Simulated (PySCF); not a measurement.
# C3H8N2: the cost of one run

The runs use PySCF 2.14.0; levels as typed in each script, gas phase, geometry from GFN2-xTB.

## 1. The system as given

13 atoms, charge 0, spin multiplicity 1.

Bond lengths: C1–C2 1.496 Å, C1–H6 1.090 Å, C1–H7 1.090 Å, C1–H8 1.086 Å, C2–C3 1.509 Å, C2–N4 1.268 Å, C3–H9 1.091 Å, C3–H10 1.086 Å, C3–H11 1.092 Å, N4–N5 1.359 Å, N5–H12 1.010 Å, N5–H13 1.017 Å. Angles: C2–C1–H6 110.2°, C2–C1–H7 110.2°, C2–C1–H8 109.8°, H6–C1–H7 108.0°, H6–C1–H8 109.2°, H7–C1–H8 109.3°, C1–C2–C3 117.2°, C1–C2–N4 117.3°, C3–C2–N4 125.5°, C2–C3–H9 110.3°, C2–C3–H10 110.5°, C2–C3–H11 110.7°, H9–C3–H10 108.8°, H9–C3–H11 107.9°, H10–C3–H11 108.5°, C2–N4–N5 122.1°, N4–N5–H12 110.4°, N4–N5–H13 117.4° and more.

As a file:

```mol
C3H8N2
  3D, bonds by distance, orders not assigned

 13 12  0  0  0  0  0  0  0  0999 V2000
    1.7014    0.7623    0.0057 C   0  0
    0.3903    0.0422    0.0023 C   0  0
    0.4324   -1.4666   -0.0000 C   0  0
   -0.6622    0.7491    0.0014 N   0  0
   -1.9016    0.1993   -0.0853 N   0  0
    2.2804    0.4920   -0.8769 H   0  0
    2.2806    0.4863    0.8865 H   0  0
    1.5325    1.8347    0.0080 H   0  0
   -0.0040   -1.8554   -0.9207 H   0  0
    1.4563   -1.8190    0.0789 H   0  0
   -0.1393   -1.8700    0.8388 H   0  0
   -2.5938    0.8275    0.2982 H   0  0
   -2.0105   -0.7632    0.2260 H   0  0
  1  2  8  0
  2  3  8  0
  2  4  8  0
  4  5  8  0
  1  6  8  0
  1  7  8  0
  1  8  8  0
  3  9  8  0
  3 10  8  0
  3 11  8  0
  5 12  8  0
  5 13  8  0
M  END
```

## 2. Localised orbitals (TPSSh/6-311+g**)

File input.py:

```python
import numpy as np
from pyscf import gto, scf, dft, lo
from pyscf.data.elements import chemcore

def solve(mol, dm0=None, hcore=None):
    mf = (dft.UKS if mol.spin else dft.RKS)(mol, xc='tpssh')
    mf.grids.level = 3
    mf = mf.density_fit(auxbasis='def2-universal-jkfit')
    mf.conv_tol, mf.max_cycle = 1e-8, 80
    if hcore is not None:
        mf.get_hcore = lambda *args: hcore
    mf.kernel(dm0)
    if not mf.converged:
        mf = mf.newton().run(mf.mo_coeff, mf.mo_occ, max_cycle=30)
    assert mf.converged, 'SCF not converged'
    return mf

mol = gto.M(atom='''
C      1.70137     0.76234     0.00566
C      0.39028     0.04223     0.00234
C      0.43241    -1.46657    -0.00002
N     -0.66220     0.74913     0.00144
N     -1.90161     0.19932    -0.08528
H      2.28040     0.49201    -0.87687
H      2.28064     0.48629     0.88652
H      1.53252     1.83473     0.00804
H     -0.00396    -1.85540    -0.92069
H      1.45630    -1.81899     0.07889
H     -0.13926    -1.87005     0.83883
H     -2.59383     0.82746     0.29823
H     -2.01052    -0.76318     0.22602
''', basis='6-311+g**', charge=0, spin=0, verbose=4)
mf = solve(mol)
occ_all = mf.mo_coeff[:, mf.mo_occ > 0]
occ = occ_all[:, chemcore(mol):]
loc = lo.ibo.ibo(mol, occ, iaos=lo.iao.iao(mol, occ_all))
fock, s = mf.get_fock(), mf.get_ovlp()
ortho = lo.orth_ao(mol, 'meta_lowdin')
ortho = lo.vec_lowdin(lo.iao.iao(mol, occ_all), s)
labels = lo.iao.reference_mol(mol).ao_labels(fmt=None)
vir = lo.vvo.livvo(mol, occ_all, mf.mo_coeff[:, mf.mo_occ == 0])
both = np.hstack([loc, vir])
p = (ortho.T @ s @ both) ** 2
pop = np.array([p[[l[0] == a for l in labels]].sum(0) for a in range(mol.natm)])
spd = np.array([[p[[l[0] == a and l[2][-1] == k for l in labels]].sum(0) for k in 'spd'] for a in range(mol.natm)])
eps = np.einsum('pi,pq,qi->i', both, fock, both)
for i in np.argsort(eps):
    top = np.argsort(-pop[:, i])[:3]
    print('%3d %s %9.4f Eh ' % (i + 1, 'occ' if i < loc.shape[1] else 'vir', eps[i]), '  '.join('%s%d %.3f' % (mol.atom_symbol(a), a + 1, pop[a, i]) for a in top))
np.savez('result.npz', c=both, nocc=loc.shape[1], pop=pop, spd=spd, eps=eps, e=mf.e_tot)
```

Run with:

```console
OMP_NUM_THREADS=1 python input.py
```

What time and memory should one allow on 1 thread of Intel Xeon Platinum 8375C at 2.90GHz (Ice Lake), shared host?

About 39 s, with a peak of 0.69 GiB.
